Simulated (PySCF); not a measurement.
**Choosing a basis for TDDFT**

Silyl cyanide, CH3NSi.
Atom-mapped SMILES: `[N:1]#[C:2][SiH3:3]` (hydrogens: H4, H5, H6 on Si3)

TDDFT with PBE0 (PySCF), vertical singlets, core orbitals frozen in the response, spherical d and f functions. Geometry: PBE0-D3(BJ)/def2-SVP; no solvent, vibrations or thermal averaging.

Task: Compare 6-31G*, def2-SVP, 6-31+G*, def2-SVPD, aug-cc-pVDZ, def2-TZVP, def2-TZVPD and aug-cc-pVTZ for this molecule.

Result: 

| basis | functions | diffuse | S1 (eV) | S2 (eV) | S3 (eV) | S4 (eV) | S5 (eV) | LUMO (eV) | α (au) |
| --- | --- | --- | --- | --- | --- | --- | --- | --- | --- |
| 6-31G* | 52 | no | 7.07 | 7.44 | 7.44 | 8.20 | 8.21 | -0.25 | 33.6 |
| def2-SVP | 61 | no | 7.05 | 7.41 | 7.41 | 8.13 | 8.13 | -0.45 | 36.4 |
| 6-31+G* | 64 | yes | 7.04 | 7.39 | 7.39 | 8.18 | 8.19 | -0.52 | 38.0 |
| def2-SVPD | 88 | yes | 6.97 | 7.31 | 7.31 | 8.06 | 8.07 | -0.66 | 43.1 |
| aug-cc-pVDZ | 100 | yes | 6.96 | 7.30 | 7.30 | 8.09 | 8.10 | -0.64 | 43.9 |
| def2-TZVP | 117 | no | 6.92 | 7.25 | 7.25 | 8.03 | 8.03 | -0.67 | 40.8 |
| def2-TZVPD | 144 | yes | 6.90 | 7.22 | 7.22 | 8.00 | 8.01 | -0.73 | 43.7 |
| aug-cc-pVTZ | 211 | yes | 6.92 | 7.24 | 7.24 | 8.02 | 8.03 | -0.72 | 44.0 |

States are compared by their number. Against the largest diffuse basis here (aug-cc-pVTZ, itself not a converged limit), sets without diffuse functions differ by up to 0.15 eV in S1 and 0.18 eV in S5; the smaller diffuse sets differ by up to 0.12 and 0.16 eV. State by state, the largest deviation of a set without diffuse functions is S1 0.15, S2 0.20, S3 0.20, S4 0.18, S5 0.18 eV. The same number needn't mean the same state in each row. Against aug-cc-pVTZ the polarisability deviates by -24% in 6-31G*, -17% in def2-SVP, -14% in 6-31+G*, -2% in def2-SVPD, 0% in aug-cc-pVDZ, -7% in def2-TZVP, -1% in def2-TZVPD. A single + in a Pople set puts diffuse functions on heavy atoms only.
